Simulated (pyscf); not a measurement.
`[ClH]` + `[F][Sn][Cl]` [singlet] → `[F][SnH]([Cl])[Cl]` (insertion; singlet surface; Cl–H broken, Cl–Sn, H–Sn formed). Structures and frequencies: ωB97X-D3(BJ)/def2-SVP in PySCF. MP2 and CC: frozen core, UHF for open shells. ΔMP2 is the change of the MP2 total energy from the triple- to the quadruple-zeta basis. Rate constants from transition-state theory at the high-pressure limit, CCSD(T)/def2-TZVPP + ΔMP2(QZVPP) energies (ideal gas, 1 atm, RRHO with modes under 100 cm⁻¹ raised to 100, one conformer, R ln 2 for chiral ones without a mode under 150 cm⁻¹; no tunnelling), k in cm³ molecule⁻¹ s⁻¹.

```csv
T (K),1000/T,log10 k
298,3.354,-39.86
600,1.667,-26.18
900,1.111,-21.48
1200,0.833,?
```

Task: Fit an Arrhenius line to the three values, give the activation energy, and predict k at 1200 K.

Result: Least squares gives log10 k = -12.47 − 8.17 × 1000/T, so Ea = 8.17 × ln 10 × 1.987 = 37.4 kcal/mol, against an electronic barrier of 36.7. At 1200 K the line gives -19.28; the computed value is -19.03 (ΔG‡ = 74.9 kcal/mol), a factor 1.8 over the line, since the plot is curved. On the reactant side the descent ends in a complex (not fully relaxed), 6.0 kcal/mol under the separated species and 41.8 kcal/mol under the saddle at ωB97X-D3(BJ)/def2-TZVP. This is the saddle that the search found; another between the same sides may lie lower. The CCSD(T) − MP2 part came from Ansatz, without density fitting, on the same reference. The frozen core leaves the outer d or s,p core shells of the metals and heavy elements correlated in the MP2 and CC values, and def2-TZVPP describes them poorly, which can shift differences by a few kcal/mol. Elements past Kr carry the def2 core potentials, without spin-orbit coupling.
